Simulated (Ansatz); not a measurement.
Crystal: Ni2O5, cubic X2O5 type, 14 atoms in the cell.

Space group Pn-3m, simple cubic cell, positions in fractions of the edge: Ni (0 0 0), (0.5 0.5 0), (0.5 0 0.5), (0 0.5 0.5); O (0.5 0 0), (0 0.5 0), (0 0 0.5), (0.5 0.5 0.5), (0.75 0.75 0.25), (0.75 0.25 0.75), (0.25 0.75 0.75), (0.75 0.25 0.25), (0.25 0.75 0.25), (0.25 0.25 0.75).

Method: Ansatz, PBE, plane waves, PAW datasets (generated soft set 1).

Cutoff 420 eV; k-mesh 22×22×22 Γ-centred; Fermi–Dirac smearing of 0.0612 eV; no spin polarisation.

The fit to the energies gives V₀ = 8.680 Å³/atom (a₀ = 4.953 Å), B₀ = 179 GPa, B₀′ = 4.70.

(1) What pressure does the program print at V = 8.153 Å³/atom, and how far above the lowest computed point (V = 8.673 Å³/atom) does the energy lie?

Answers

(1) 12.97 GPa and 20.10 meV/atom. All points:

```tsv
V (Å³/atom)	a (Å)	E − E(min) (meV/atom)	P (GPa)
8.153	4.8507	20.10	12.97
8.326	4.8849	8.70	8.20
8.500	4.9186	2.17	3.94
8.673	4.9518	0.00	0.14
8.846	4.9846	1.72	-3.25
9.020	5.0170	6.90	-6.27
9.193	5.0490	15.18	-8.97
```

The published all-electron PBE values for this crystal (mean of FLEUR and WIEN2k, k-spacing 0.06 Å⁻¹; Bosoni et al., Nat. Rev. Phys. 6, 45 (2024)) are V₀ = 8.674 Å³/atom, B₀ = 179.1 GPa, B₀′ = 4.69.

The stress includes the program's correction for the finite plane-wave basis.

This cubic structure is a model: it isn't the usual form of the substance at ambient conditions, and such phases are metastable or hypothetical. Spin polarisation is left out, and a magnetic state may lie lower.
